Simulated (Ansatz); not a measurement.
Saddle search on SiNH6S, doublet by partitioned rational-function steps on PBE0-D4/def2-TZVP gradients (Ansatz 0.2.0), from this start:

H1  (0.293, -1.197, -0.332)
Si2  (-0.618, 0.333, -0.314)
N3  (0.337, 1.691, 0.153)
S4  (1.141, -2.454, 0.110)
H5  (-1.667, 0.103, 0.726)
H6  (-1.207, 0.603, -1.663)
H7  (0.983, 2.108, -0.508)
H8  (0.695, 1.754, 1.100)
H9  (0.044, -2.942, 0.728)
(Å)

```json
{"step": "1", "energy less the last (meV)": "10.8", "largest force (eV/Å)": "0.278", "curvature followed (eV/Å²)": "-8.73"}
{"step": "2", "energy less the last (meV)": "2.3", "largest force (eV/Å)": "0.160", "curvature followed (eV/Å²)": "-8.75"}
{"step": "3", "energy less the last (meV)": "1.9", "largest force (eV/Å)": "0.111", "curvature followed (eV/Å²)": "-8.70"}
{"step": "4", "energy less the last (meV)": "1.3", "largest force (eV/Å)": "0.078", "curvature followed (eV/Å²)": "-8.69"}
{"step": "5", "energy less the last (meV)": "1.0", "largest force (eV/Å)": "0.123", "curvature followed (eV/Å²)": "-8.69"}
{"step": "6", "energy less the last (meV)": "0.6", "largest force (eV/Å)": "0.064", "curvature followed (eV/Å²)": "-8.70"}
{"step": "7", "energy less the last (meV)": "0.5", "largest force (eV/Å)": "0.075", "curvature followed (eV/Å²)": "-8.67"}
{"step": "8", "energy less the last (meV)": "0.3", "largest force (eV/Å)": "0.041", "curvature followed (eV/Å²)": "-8.64"}
{"step": "9", "energy less the last (meV)": "0.1", "largest force (eV/Å)": "0.037", "curvature followed (eV/Å²)": "-8.63"}
{"step": "10", "energy less the last (meV)": "0.0", "largest force (eV/Å)": "0.011", "curvature followed (eV/Å²)": "-8.63"}
{"step": "11", "energy less the last (meV)": "0.0", "largest force (eV/Å)": "0.005", "curvature followed (eV/Å²)": "-8.63"}
```

The search ended at:

```
9
angstrom
H 0.3501 -1.1760 -0.1855
Si -0.5944 0.3407 -0.2524
N 0.3255 1.7299 0.1338
S 1.1160 -2.5196 0.0645
H -1.6671 0.1635 0.7620
H -1.1304 0.4897 -1.6309
H 0.9573 2.1271 -0.5429
H 0.6548 1.8803 1.0741
H -0.0118 -3.0355 0.5772
```
